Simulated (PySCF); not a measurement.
Species: C5H7P.
Atom-mapped SMILES: `[CH3:1][c:2]1[cH:3][cH:4][pH:5][cH:6]1` (hydrogens: H7, H8, H9 on C1; H10 on C3; H11 on C4; H12 on P5; H13 on C6)

Method used: CAM-B3LYP/def2-SV(P) geometry optimisation, gas phase in PySCF 2.14.0.

**Question.** Give the optimised bond lengths and angles.

**Answer.** 
```json
{"bond": "C1–C2", "length (pm)": "150.1"}
{"bond": "C2–C3", "length (pm)": "146.7"}
{"bond": "C3–C4", "length (pm)": "135.0"}
{"bond": "C4–P5", "length (pm)": "181.1"}
{"bond": "P5–C6", "length (pm)": "180.9"}
{"bond": "C2–C6", "length (pm)": "135.4"}
{"bond": "C1–H7, C1–H8, C1–H9", "length (pm)": "110.3"}
{"bond": "C3–H10", "length (pm)": "109.5"}
{"bond": "C4–H11", "length (pm)": "109.2"}
{"bond": "P5–H12", "length (pm)": "142.8"}
{"bond": "C6–H13", "length (pm)": "109.2"}
```

Bonds in one row agree within 1 pm and their mean is given. A selection of angles:
```json
{"angle": "C2–C1–H7", "degrees": "111.5"}
{"angle": "H7–C1–H8", "degrees": "108.0"}
{"angle": "C1–C2–C3", "degrees": "121.5"}
{"angle": "C1–C2–C6", "degrees": "125.8"}
{"angle": "C3–C2–C6", "degrees": "112.7"}
{"angle": "C2–C3–C4", "degrees": "114.9"}
{"angle": "C2–C3–H10", "degrees": "121.4"}
{"angle": "C4–C3–H10", "degrees": "123.8"}
{"angle": "C3–C4–P5", "degrees": "110.2"}
{"angle": "C3–C4–H11", "degrees": "124.7"}
{"angle": "P5–C4–H11", "degrees": "124.7"}
{"angle": "C4–P5–C6", "degrees": "89.9"}
{"angle": "C4–P5–H12", "degrees": "100.2"}
{"angle": "C6–P5–H12", "degrees": "101.0"}
{"angle": "P5–C6–H13", "degrees": "124.2"}
{"angle": "C2–C6–P5", "degrees": "111.3"}
{"angle": "C2–C6–H13", "degrees": "124.0"}
```

The 4 C–C bonds span 1.350 Å (C3–C4, drawn aromatic) to 1.501 Å (C1–C2, drawn single), a spread of 0.151 Å. The 5-membered ring C2–C3–C4–P5–C6 has internal angles of 89.9° to 114.9°; it is slightly puckered (a soft mode that the optimisation may not have finished), 0.05 Å rms from its mean plane, widest ring torsion 9°. P5 (ring phosphorus) is pyramidal (angles 101.0°, 100.2° and 89.9°, sum 291.1°, 0.82 Å off the plane of its three neighbours).

Not checked by CAM-B3LYP/def2-SV(P) frequencies.

Time: 28 s of wall time; peak memory 0.51 GiB. Hardware: one thread, Arm Neoverse V1 (aarch64) (shared host). This is the geometry optimisation.
